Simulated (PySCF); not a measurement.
ozone (O₃), SMILES O=[O+][O-]. Geometry optimised at PBE0-D3(BJ)/def2-TZVP. The molecule may have multireference character, which single-reference levels describe poorly.

Computed equilibrium geometry at PBE0-D3(BJ)/def2-TZVP (PySCF confirms it by a frequency run) as a Z-matrix, and its point group:
point group C2v.
```
O
O 1 1.2381
O 1 1.2381 2 118.39
```
